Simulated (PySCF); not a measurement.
Numbering as in the mapped SMILES `[CH3:1][c:2]1[cH:3][cH:4][s:5][cH:6]1` (H(Xn): hydrogen on atom n).

Geometry: PBE0-D3(BJ)/def2-TZVP; GIAO shifts from PySCF 2.14, gas phase, non-relativistic, averaged over equivalent atoms.

At PBE0/pcSseg-2 (307 basis functions, 57 s wall time on 1 thread of an Arm Neoverse V1, shared host):
| atoms | δ (ppm) |
| --- | --- |
| C2 | 148.2 |
| C3 | 137.6 |
| C4 | 136.6 |
| C6 | 131.2 |
| C1 | 18.2 |
| S5 | 238.2 |
| H(C4) | 7.39 |
| H(C3) | 7.24 |
| H(C6) | 7.02 |
| H(C1) | 2.41 |

Shifts are taken against calculated references (same method and geometry level): TMS for $^{13}$C (σ = 186.03 ppm) and $^{1}$H (σ = 31.52 ppm); $^{33}$S (σ = 512.98 ppm) vs CS2.

Q: What do these become at wB97X-D/pcSseg-2?

A: 
```json
{"atoms": "C2", "δ at wB97X-D/pcSseg-2": "150.1", "change": "+1.9"}
{"atoms": "C3", "δ at wB97X-D/pcSseg-2": "139.1", "change": "+1.5"}
{"atoms": "C4", "δ at wB97X-D/pcSseg-2": "139.6", "change": "+3.0"}
{"atoms": "C6", "δ at wB97X-D/pcSseg-2": "134.0", "change": "+2.8"}
{"atoms": "C1", "δ at wB97X-D/pcSseg-2": "18.1", "change": "-0.1"}
{"atoms": "S5", "δ at wB97X-D/pcSseg-2": "239.9", "change": "+1.7"}
{"atoms": "H(C4)", "δ at wB97X-D/pcSseg-2": "7.44", "change": "+0.05"}
{"atoms": "H(C3)", "δ at wB97X-D/pcSseg-2": "7.22", "change": "-0.02"}
{"atoms": "H(C6)", "δ at wB97X-D/pcSseg-2": "7.08", "change": "+0.06"}
{"atoms": "H(C1)", "δ at wB97X-D/pcSseg-2": "2.36", "change": "-0.05"}
```

Shifts are taken against calculated references (same method and geometry level): TMS for $^{13}$C (186.29 ppm), $^{1}$H (31.63 ppm); $^{33}$S (510.68 ppm) vs CS2.

The largest change is at C4 (aromatic CH next to the ring sulfur). Cost: 307 basis functions, 100 s wall time on 1 thread of an Arm Neoverse V1, shared host. The order of the carbon signals changes between the two levels.
